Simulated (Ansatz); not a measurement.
Mulliken charges of C2H4OS, SMILES `O=CCS` from PBE/def2-TZVPP in Ansatz (PBE0-D4/def2-TZVP geometry).

```tsv
atom	x (Å)	y (Å)	z (Å)	charge (e)
O1	-1.432	0.261	-0.927	-0.215
C2	-0.380	0.698	-0.557	0.065
C3	0.603	-0.018	0.323	-0.045
S4	0.087	-1.663	0.841	-0.204
H5	-0.050	1.714	-0.858	0.063
H6	1.550	-0.063	-0.228	0.103
H7	0.786	0.623	1.192	0.103
H8	-1.072	-1.609	0.158	0.129
```

Question: By hand: the dipole of these point charges (1 e Å = 4.8032 D).

Answer: Σ q r = (0.337, 0.287, 0.043) e Å, of length 0.445 e Å = 2.14 D.

Question: How does the dipole of the full density compare? (Best estimate.)

Answer: Computed: (0.368, 0.384, 0.014) e Å, 2.56 D; the point charges give 0.84 times that, at 7° from its direction.

Point charges leave out the atoms' own dipoles, such as those of lone pairs, and Mulliken's split depends on the basis, so the two needn't agree.
